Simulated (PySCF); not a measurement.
# C2H6Si (SMILES C[Si]C) at 6 levels

We compute a comparison of 6 runs (HF/def2-SVP, wB97X/6-31G, B3LYP/6-31G*, PBE/def2-SVP, CCSD/6-31+G*, CCSD(T)/def2-SVPD) of C2H6Si. 

The results are computed with PySCF 2.14.0.

## (1) The structure to begin with

The species is C2H6Si (9 atoms), meant as a singlet with charge 0. SMILES: `C[Si]C`. The shape is that of a PBE0-D4/def2-TZVP optimisation.

Bond lengths: C1–Si2 1.896 Å, Si2–C3 1.896 Å, C1–H4 1.102 Å, C1–H5 1.091 Å, C1–H6 1.095 Å, C3–H7 1.095 Å, C3–H8 1.091 Å, C3–H9 1.102 Å. Some angles: C1–Si2–C3 97.8°, Si2–C1–H4 105.3°, Si2–C1–H5 113.7°, Si2–C1–H6 114.0°, Si2–C3–H7 113.9°, Si2–C3–H8 113.7°, Si2–C3–H9 105.3°, H4–C1–H5 107.1°, H4–C1–H6 106.4°, H5–C1–H6 109.8°.

## (2) Energy and gradient at HF/def2-SVP (run 1)

File run.py:

```python
# C[Si]C
from pyscf import gto, scf

mol = gto.Mole()
mol.atom = '''
C     -0.996642     1.979110    -1.521796
Si     1.694706    -0.377378    -1.724942
C      1.137426    -2.020873     1.409736
H     -2.703631     0.907824    -2.045062
H     -0.830913     3.543236    -2.855376
H     -1.329422     2.714970     0.382859
H     -0.860959    -2.254443     1.891616
H      2.112525    -3.829719     1.582268
H      1.944150    -0.750221     2.848006
'''
mol.max_memory = 1860
mol.unit = 'bohr'
mol.basis = 'def2-svp'
mol.verbose = 4
mol.build()

calc0 = scf.RHF(mol)
calc0.conv_tol = 1e-10
calc0.kernel()
if not calc0.converged:
    calc0 = calc0.newton().run(calc0.mo_coeff, calc0.mo_occ)

e_final = calc0.e_tot
print(f'total energy: {e_final:.8f} hartree')
grad = calc0.nuc_grad_method().kernel()
dip = calc0.dip_moment()
pop, q = calc0.mulliken_pop()
```

Run with:

```sh
$ OMP_NUM_THREADS=1 python run.py
```

Output:

```text
PySCF version 2.14.0

[... 63 lines left out ...]
converged SCF energy = -367.962307974297
total energy: -367.96230797 hartree
[... 11 lines left out ...]
Dipole moment(X, Y, Z, Debye): -0.95541,  0.20984,  0.98124
[... 86 lines left out ...]
charge of    8H =      0.05815
```

It took 5.4 s on 1 thread of Arm Neoverse N1, shared host; peak memory 0.15 GiB.

## (3) Energy and forces at wB97X/6-31G (run 2)

File input.xyz:

```xyz
9

C     -0.527400     1.047300    -0.805300
Si     0.896800    -0.199700    -0.912800
C      0.601900    -1.069400     0.746000
H     -1.430700     0.480400    -1.082200
H     -0.439700     1.875000    -1.511000
H     -0.703500     1.436700     0.202600
H     -0.455600    -1.193000     1.001000
H      1.117900    -2.026600     0.837300
H      1.028800    -0.397000     1.507100
```

File calc.py:

```python
from pyscf import gto, dft

molecule = gto.Mole()
molecule.atom = 'input.xyz'
molecule.charge = 0
molecule.basis = '6-31g'
molecule.max_memory = 1860
molecule.verbose = 3
molecule.build()

mf = dft.RKS(molecule)
mf.xc = 'wb97x'
mf.grids.level = 5
mf.conv_tol = 1e-10
mf.kernel()
if not mf.converged:
    mf = mf.newton().run(mf.mo_coeff, mf.mo_occ)

energy = mf.e_tot
print(f'total energy: {energy:.8f} hartree')
grad = mf.nuc_grad_method().kernel()
mf.analyze()
```

Run with:

```sh
$ OMP_NUM_THREADS=1 python calc.py
```

Output:

```text
converged SCF energy = -369.178984539489
total energy: -369.17898454 hartree
--------------- RKS gradients ---------------
         x                y                z
0 C     0.0098734935    -0.0056467781     0.0000273001
1 Si    -0.0132828843     0.0029012649     0.0136136700
2 C     0.0007280494     0.0034077884    -0.0107937410
3 H     0.0023542816    -0.0005557969     0.0002347793
4 H    -0.0006714482    -0.0007700774     0.0000301880
5 H    -0.0001625942    -0.0009884830    -0.0010785988
6 H     0.0012680947     0.0007492986    -0.0000703328
7 H     0.0001560130     0.0008506307     0.0004861029
8 H    -0.0002612851     0.0000534964    -0.0024529074
----------------------------------------------
**** MO energy ****
MO #1   energy= -66.1301715873465  occ= 2
MO #2   energy= -10.2447085144268  occ= 2
MO #3   energy= -10.2446752417227  occ= 2
MO #4   energy= -5.38799657823056  occ= 2
MO #5   energy= -3.74979352567649  occ= 2
MO #6   energy= -3.74099684401163  occ= 2
MO #7   energy= -3.73668278951166  occ= 2
MO #8   energy= -0.846741086226283 occ= 2
MO #9   energy= -0.808499983633627 occ= 2
MO #10  energy= -0.56904516876857  occ= 2
MO #11  energy= -0.525444683088662 occ= 2
MO #12  energy= -0.520929899801968 occ= 2
MO #13  energy= -0.497223413999202 occ= 2
MO #14  energy= -0.496318045005788 occ= 2
MO #15  energy= -0.39799315751696  occ= 2
MO #16  energy= -0.294268811315379 occ= 2
MO #17  energy= 0.00306745714193268 occ= 0
MO #18  energy= 0.137058593674535  occ= 0
MO #19  energy= 0.159176968098892  occ= 0
MO #20  energy= 0.227660871647404  occ= 0
MO #21  energy= 0.234150661630483  occ= 0
MO #22  energy= 0.25053704026834   occ= 0
MO #23  energy= 0.25836123583934   occ= 0
MO #24  energy= 0.271855854734931  occ= 0
MO #25  energy= 0.289362754953721  occ= 0
MO #26  energy= 0.369848360719261  occ= 0
MO #27  energy= 0.381787525770053  occ= 0
MO #28  energy= 0.434799063312801  occ= 0
MO #29  energy= 0.437723879879772  occ= 0
MO #30  energy= 0.612457251072834  occ= 0
MO #31  energy= 0.673682045573499  occ= 0
MO #32  energy= 0.706994565385992  occ= 0
MO #33  energy= 0.767546381815851  occ= 0
MO #34  energy= 0.770172667029798  occ= 0
MO #35  energy= 0.897769027000111  occ= 0
MO #36  energy= 1.03277679986578   occ= 0
MO #37  energy= 1.04862674032253   occ= 0
MO #38  energy= 1.06199349646971   occ= 0
MO #39  energy= 1.0634144775888    occ= 0
MO #40  energy= 1.08176306073135   occ= 0
MO #41  energy= 1.12236076761144   occ= 0
MO #42  energy= 1.21504913780291   occ= 0
MO #43  energy= 1.34094165755473   occ= 0
 ** Mulliken atomic charges  **
charge of    0C =     -0.57004
charge of    1Si =      0.40937
charge of    2C =     -0.57001
charge of    3H =      0.12457
charge of    4H =      0.12409
charge of    5H =      0.11668
charge of    6H =      0.11678
charge of    7H =      0.12402
charge of    8H =      0.12453
Dipole moment(X, Y, Z, Debye): -1.20077,  0.26357,  1.23255
```

Run time: 24 s. Hardware: 1 thread of Arm Neoverse N1, shared host; peak memory 0.47 GiB.

Runs 3 to 5 aren't shown in full; the table further down has their settings and results.

## (4) The energy at CCSD(T)/def2-SVPD (run 6)

input.xyz is that of step 3.

File input.py:

```python
from pyscf import gto, scf, cc

molecule = gto.M(
    atom='input.xyz',
    charge=0,
    basis='def2-svpd',
    verbose=4,
    spin=0,
    max_memory=1860,
)

calc0 = scf.RHF(molecule)
calc0.conv_tol = 1e-10
calc0.kernel()
if not calc0.converged:
    calc0 = calc0.newton().run(calc0.mo_coeff, calc0.mo_occ)

mycc = cc.CCSD(calc0, frozen=7)
mycc.kernel()
e_t = mycc.ccsd_t()
e_final = mycc.e_tot + e_t
print(f'total energy: {e_final:.8f} hartree')
calc0.analyze()
```

Run with:

```sh
$ OMP_NUM_THREADS=1 python input.py
```

Output:

```text
PySCF version 2.14.0

[... 76 lines left out ...]
Init t2, MP2 energy = -368.360818368373  E_corr(MP2) -0.394671380730087
[... 30 lines left out ...]
MO #7   energy= -4.22818355166841  occ= 2
[... 14 lines left out ...]
MO #22  energy= 0.184882246543558  occ= 0
[... 14 lines left out ...]
MO #37  energy= 0.369203321690562  occ= 0
[... 14 lines left out ...]
MO #52  energy= 0.539402697015466  occ= 0
[... 14 lines left out ...]
MO #67  energy= 0.943869787445619  occ= 0
[... 14 lines left out ...]
MO #82  energy= 1.36568987142664   occ= 0
[... 14 lines left out ...]
MO #97  energy= 2.31541276316054   occ= 0
[... 14 lines left out ...]
MO #112 energy= 3.44949496100744   occ= 0
[... 124 lines left out ...]
Dipole moment(X, Y, Z, Debye): -1.02321,  0.22466,  1.05123
```

Run time: 79 s. Hardware: 1 thread of Arm Neoverse N1, shared host; peak memory 0.86 GiB.

## (5) The series

```tsv
run	level	integration grid	task	energy (Eh)	dipole moment (D) of the reference	HOMO energy (eV)	LUMO energy (eV)	wall time
1	HF/def2-SVP	–	gradient	-367.962308	1.39	-8.25	1.35	5.4 s
2	wB97X/6-31G	5	gradient	-369.178985	1.74	-8.01	0.08	24 s
3	B3LYP/6-31G* (spherical functions)	5	gradient	-369.266388	1.54	-5.57	-2.10	22 s
4	PBE/def2-SVP	5	gradient	-368.842485	1.50	-4.82	-2.84	31 s
5	CCSD/6-31+G* (spherical functions)	–	energy	-368.477228	1.40	-8.29	0.85	7.5 s
6	CCSD(T)/def2-SVPD	–	energy	-368.425105	1.48	-8.26	1.27	79 s
```

## (6) Results

| quantity | value |
| --- | --- |
| run 6: total energy | -368.42511 Eh |
| run 6: dipole moment (Hartree–Fock density) | 1.48 D |
| run 6: HOMO energy (Hartree–Fock orbitals) | -8.26 eV |
| run 6: LUMO energy (Hartree–Fock orbitals) | 1.27 eV |
| run 6: HOMO–LUMO gap (Hartree–Fock orbitals) | 9.53 eV |
| run 6: correlation energy (7 core orbitals frozen) | -459.0 mEh |
| run 6: (T) correction | -14.86 mEh |
| run 6: T1 diagnostic | 0.012 |

**Reading.** Over runs 1, 2, 3, 4 the dipole moment (its size) runs from 1.39 D (HF/def2-SVP) to 1.74 D (wB97X/6-31G). The two ends differ in method and basis. Over runs 1, 2, 3, 4 the HOMO–LUMO gap runs from 1.97 eV (PBE/def2-SVP) to 9.59 eV (HF/def2-SVP). Exact exchange widens orbital gaps. Totals of different functionals can't be ranked against each other. All runs together took 2.8 min, the longest 79 s.
